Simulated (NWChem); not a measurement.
# C5H7F (SMILES FC1C=CCC1) at 4 levels

Wanted: a comparison of 4 runs (HF/STO-3G, HF/3-21G, B3LYP/6-31G*) of C5H7F. 

The calculation is run with NWChem 7.3.0.

### 1 The system as given

The species is C5H7F (13 atoms), meant as a singlet with charge 0. SMILES: `FC1C=CCC1`. The shape is that of a PBE0-D4/def2-TZVP optimisation. This is one conformer, not always the lowest.

Bond lengths: F1–C2 1.402 Å, C2–C3 1.495 Å, C3–C4 1.328 Å, C4–C5 1.497 Å, C2–C6 1.526 Å, C5–C6 1.535 Å, C2–H7 1.093 Å, C3–H8 1.083 Å, C4–H9 1.084 Å, C5–H10 1.096 Å, C5–H11 1.094 Å, C6–H12 1.092 Å, C6–H13 1.091 Å. Some angles: F1–C2–C3 109.3°, F1–C2–C6 110.7°, C3–C2–C6 104.0°, C2–C3–C4 111.2°, C3–C4–C5 112.6°, C4–C5–C6 103.1°, C2–C6–C5 106.0°, F1–C2–H7 105.3°, C3–C2–H7 114.3°, C6–C2–H7 113.2°.

### 2 Energy and forces at HF/STO-3G (run 1)

Input file nw.xyz:

```xyz
13
C5H7F
F     -0.345800     2.079100     0.706300
C     -0.430000     0.694700     0.908400
C     -1.344700     0.101000    -0.114000
C     -0.664300    -0.569900    -1.036700
C      0.809300    -0.577400    -0.772900
C      0.914600     0.026000     0.634900
H     -0.768800     0.573000     1.940900
H     -2.414000     0.270900    -0.110000
H     -1.105100    -1.044800    -1.906200
H      1.335000     0.017900    -1.527900
H      1.234600    -1.583700    -0.824100
H      1.073400    -0.767000     1.369000
H      1.726200     0.745700     0.747100
```

Input file run.py:

```python
from ase.io import read
from ase.calculators.nwchem import NWChem

system = read('nw.xyz')

calc = NWChem(
    label='nw',
    theory='scf',
    memory='2200 mb',
    basis='STO-3G',
    basispar='spherical bse',
    scf={'nopen': '0', 'rhf': None, 'thresh': '1e-08', 'maxiter': '80', 'print': 'low'},
)
system.calc = calc

forces = system.get_forces()
print(f"energy = {system.get_potential_energy():.6f} eV")
print("forces (eV/A):")
for s, f in zip(system.symbols, forces):
    print(f"{s:2s} {f[0]:10.5f} {f[1]:10.5f} {f[2]:10.5f}")
```

Launch:

```console
$ export ASE_NWCHEM_COMMAND="nwchem PREFIX.nwi > PREFIX.nwo"
$ python run.py
```

The log of the run:

```text
energy = -7867.388731 eV
forces (eV/A):
F     0.09035   -0.11663   -0.00046
C    -0.30354    2.08866    0.83952
C    -0.15118   -1.50615   -1.99590
C    -2.05210    0.73446    0.71878
C     1.16461   -0.39528   -0.70613
C     1.30555   -0.49756    0.79709
H    -0.06870   -0.43981    0.25325
H     0.10845   -0.02479    0.03831
H     0.12218   -0.01265    0.04638
H    -0.07857   -0.04201    0.24698
H    -0.09333    0.18270    0.07878
H     0.02941    0.17144   -0.18507
H    -0.07312   -0.14239   -0.13154
```

The calculator wrote nw.nwi:

```
title "nw"

permanent_dir nw

scratch_dir nw

start nw

geometry units angstrom nocenter noautosym noautoz
  F  -3.4580000000000000e-01 2.0790999999999999e+00 7.0630000000000004e-01
  C  -4.2999999999999999e-01 6.9469999999999998e-01 9.0839999999999999e-01
  C  -1.3447000000000000e+00 1.0100000000000001e-01 -1.1400000000000000e-01
  C  -6.6430000000000000e-01 -5.6989999999999996e-01 -1.0367000000000000e+00
  C  8.0930000000000002e-01 -5.7740000000000002e-01 -7.7290000000000003e-01
  C  9.1459999999999997e-01 2.5999999999999999e-02 6.3490000000000002e-01
  H  -7.6880000000000004e-01 5.7299999999999995e-01 1.9409000000000001e+00
  H  -2.4140000000000001e+00 2.7089999999999997e-01 -1.1000000000000000e-01
  H  -1.1051000000000000e+00 -1.0448000000000000e+00 -1.9061999999999999e+00
  H  1.3350000000000000e+00 1.7899999999999999e-02 -1.5279000000000000e+00
  H  1.2345999999999999e+00 -1.5837000000000001e+00 -8.2410000000000005e-01
  H  1.0733999999999999e+00 -7.6700000000000002e-01 1.3690000000000000e+00
  H  1.7262000000000000e+00 7.4570000000000003e-01 7.4709999999999999e-01
end

memory 2200 mb

basis spherical bse noprint
   * library STO-3G
end

scf
  nopen 0
  rhf
  thresh 1e-08
  maxiter 80
  print low
end

task scf gradient
```

nw.nwo:

```text
Northwest Computational Chemistry Package (NWChem) 7.3.0
             --------------------------------------------------------

           Job information
           ---------------

    nwchem branch   = 7.3.0
    use scalapack   = T
    input           = nw.nwi
    prefix          = nw.
    data base       = nw/nw.db
    status          = startup
    nproc           =        1

           Memory information
           ------------------

[... 5 lines left out ...]
    hardfail = no
[... 122 lines left out ...]
       Final RHF  results
[... 3 lines left out ...]
      One-electron energy =   -866.144805045930
[... 1 line left out ...]
 Nuclear repulsion energy =    236.264930806011
[... 3 lines left out ...]
                              NWChem Gradients Module
                              -----------------------

                         RHF ENERGY GRADIENTS

    atom               coordinates                        gradient
                 x          y          z           x          y          z
   1 F      -0.653467   3.928929   1.334713   -0.001757   0.002268   0.000009
   2 C      -0.812582   1.312793   1.716627    0.005903  -0.040618  -0.016326
   3 C      -2.541115   0.190862  -0.215429    0.002940   0.029290   0.038814
[... 9 lines of this table left out ...]
  13 H       3.262045   1.409169   1.411814    0.001422   0.002769   0.002558

 Task  times  cpu:        2.9s     wall:        2.9s
 Total times  cpu:        2.9s     wall:        2.9s
```

Wall time 4.2 s (1 thread of Intel Xeon 6975P-C (Granite Rapids), shared host); peak memory 0.097 GiB.

### 3 Energy and gradient at HF/3-21G (run 2)

Input file c5h7f.nw:

```
start c5h7f
title "C5H7F gradient"
memory stack 880 mb heap 220 mb global 1100 mb
charge 0

geometry units angstrom noautosym nocenter noautoz
  F     -0.345800     2.079100     0.706300
  C     -0.430000     0.694700     0.908400
  C     -1.344700     0.101000    -0.114000
  C     -0.664300    -0.569900    -1.036700
  C      0.809300    -0.577400    -0.772900
  C      0.914600     0.026000     0.634900
  H     -0.768800     0.573000     1.940900
  H     -2.414000     0.270900    -0.110000
  H     -1.105100    -1.044800    -1.906200
  H      1.335000     0.017900    -1.527900
  H      1.234600    -1.583700    -0.824100
  H      1.073400    -0.767000     1.369000
  H      1.726200     0.745700     0.747100
end

basis spherical bse
  * library 3-21G
end

scf
  thresh 1e-08
  maxiter 80
  print low
end

task scf gradient
```

Launch:

```console
$ nwchem c5h7f.nw > c5h7f.out
```

The log of the run:

```text
[...]
  functions       =    68
[...]
  wavefunction    = RHF
[...]
         Total SCF energy =   -291.219930519458
      One-electron energy =   -866.258482376232
      Two-electron energy =    338.773621050762
 Nuclear repulsion energy =    236.264930806012
        Time for solution =      3.3s
[...]
                         RHF ENERGY GRADIENTS
    atom               coordinates                        gradient
                 x          y          z           x          y          z
   1 F      -0.653467   3.928929   1.334713   -0.002676  -0.013744   0.002278
   2 C      -0.812582   1.312793   1.716627    0.007803  -0.000878  -0.019443
   3 C      -2.541115   0.190862  -0.215429    0.007836   0.010316   0.013901
   4 C      -1.255345  -1.076955  -1.959079    0.024115  -0.001024   0.001773
   5 C       1.529355  -1.091128  -1.460569   -0.018541   0.008015   0.015876
   6 C       1.728343   0.049133   1.199787   -0.016331   0.000657  -0.017165
   7 H      -1.452821   1.082813   3.667769   -0.003314   0.003305   0.010101
   8 H      -4.561799   0.511927  -0.207870   -0.010159   0.001558   0.000405
   9 H      -2.088336  -1.974386  -3.602196   -0.004294  -0.004081  -0.007959
  10 H       2.522784   0.033826  -2.887312    0.003704   0.001851  -0.005843
  11 H       2.333056  -2.992759  -1.557323    0.003561  -0.005639  -0.001891
[...]
```

It took 4.5 s on 1 thread of Intel Xeon 6975P-C (Granite Rapids), shared host; peak memory 0.096 GiB.

Run 3 isn't shown in full; the table further down has it.

### 4 Energy and gradient at B3LYP/6-31G(d) (spherical functions) (run 4)

Input file job.nw:

```
START job
memory total 2200 mb

GEOMETRY units angstroms noautosym nocenter noautoz
  F    -0.345800    2.079100    0.706300
  C    -0.430000    0.694700    0.908400
  C    -1.344700    0.101000   -0.114000
  C    -0.664300   -0.569900   -1.036700
  C     0.809300   -0.577400   -0.772900
  C     0.914600    0.026000    0.634900
  H    -0.768800    0.573000    1.940900
  H    -2.414000    0.270900   -0.110000
  H    -1.105100   -1.044800   -1.906200
  H     1.335000    0.017900   -1.527900
  H     1.234600   -1.583700   -0.824100
  H     1.073400   -0.767000    1.369000
  H     1.726200    0.745700    0.747100
END

BASIS spherical bse
  * library 6-31G*
END

DFT
  xc b3lyp
  grid fine
  convergence energy 1e-08
  iterations 100
  mulliken
END

TASK dft gradient
```

Launch:

```console
$ nwchem job.nw > job.out
```

The log of the run:

```text
[...]
          Wavefunction type:  closed shell.
          No. of atoms     :    13
          No. of electrons :    46
[...]
          Charge           :     0
          Spin multiplicity:     1
[...]
          AO basis - number of functions:    98
[...]
              XC Information
              --------------
                         B3LYP Method XC Potential
                     Hartree-Fock (Exact) Exchange  0.200
                        Slater Exchange Functional  0.800 local
                    Becke 1988 Exchange Functional  0.720 non-local
              Lee-Yang-Parr Correlation Functional  0.810
                  VWN I RPA Correlation Functional  0.190 local
[...]
 d= 0,ls=0.0,diis     1   -294.4701781852 -5.31D+02  1.11D-02  7.08D-01     2.6
[...]
 d= 0,ls=0.0,diis    10   -294.5539071279 -1.48D-09  1.71D-07  4.75D-10    22.4
         Total DFT energy =     -294.553907127899
      One electron energy =     -869.388630824320
           Coulomb energy =      378.883873793829
    Exchange-Corr. energy =      -40.314080903419
 Nuclear repulsion energy =      236.264930806012
[...]
  wavefunction    = closed shell
[...]
```

Wall time 28 s (1 thread of Intel Xeon 6975P-C (Granite Rapids), shared host); peak memory 0.12 GiB.

### 5 All runs side by side

```
run                               level  Cartesian functions  iteration cap  energy (Eh)  largest force (eV/Å)  wall time
  1                           HF/STO-3G                   no             80  -289.121206                 2.505      4.2 s
  2                            HF/3-21G                   no             80  -291.219931                 1.321      4.5 s
  3  B3LYP/6-31G* (Cartesian functions)                  yes            100  -294.558625                 0.413       29 s
  4  B3LYP/6-31G* (spherical functions)                   no            100  -294.553907                 0.433       28 s
```

### 6 What came out

```
                       quantity          value
            run 4: total energy  -294.55391 Eh
           run 4: dipole moment         1.87 D
             run 4: HOMO energy       -7.04 eV
             run 4: LUMO energy        0.29 eV
           run 4: HOMO–LUMO gap        7.32 eV
run 4: largest force on an atom     0.433 eV/Å
```

**Reading.** In run 1 the basis is minimal, so the values are rough. All runs together took 65 s, the longest 29 s.
